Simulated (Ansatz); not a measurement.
in.yaml

```yaml
crystal:
  periodic: [false, false, false]
  atoms:
    - {symbol: Ge, position_ang: [0.000000, 0.000000, -2.596412]}
    - {symbol: Mg, position_ang: [0.000000, 0.000000, -0.043794]}
    - {symbol: H, position_ang: [0.000000, 0.000000, 2.640206]}
basis:
  gaussian: {orbitals: 6-31G, point_charges: [{charge: -1.00, position_ang: [4.764, 0.926, 0.365]}]}
magnetization: {spin_polarized: false, initial_magnetization: 3}
correlation: {active_space: {ras: {orbitals: [2, 3, 20], electrons: 7, max_holes: 2, max_particles: 2}, fixed_orbitals: true}}
```

```sh
$ ansatz run in.yaml --threads 1 --pin off --events-out ev --progress --plain --max-ram 2393MiB
```

The program prints:

```
414 factors; integrals over basis functions are off by at most 3.3e-4 eV
mean field evaluation 1: about -61907.8737 eV, gradient 5.0e0 eV
mean field evaluation 2: about -61907.8960 eV, gradient 5.1e0 eV
mean field evaluation 4: about -61908.2441 eV, gradient 1.2e0 eV
mean field evaluation 8: about -61908.1984 eV, gradient 3.7e-1 eV
mean field evaluation 16: about -61908.8040 eV, gradient 1.6e-6 eV
mean field evaluation 32: about -61908.3209 eV, gradient 1.5e0 eV
mean field -61908.80396995 eV, -2275.1065826013 hartree, gradient 1.6e-6 eV, S^2 3.750000; 2 other end points of the search recorded, 0 dependent functions left out
reference -61908.80396995 eV, -2275.1065826013 hartree; 24, 21 occupied and 20, 23 virtual orbitals, 414 factors
state -61910.68721222 eV, -2275.1757904782 hartree
Total energy: -61910.68721222 eV, -2275.1757904782 hartree
```

Ran on 1 thread of Arm Neoverse V1, shared host: 1.5 s wall, 0.07 GiB peak host memory.
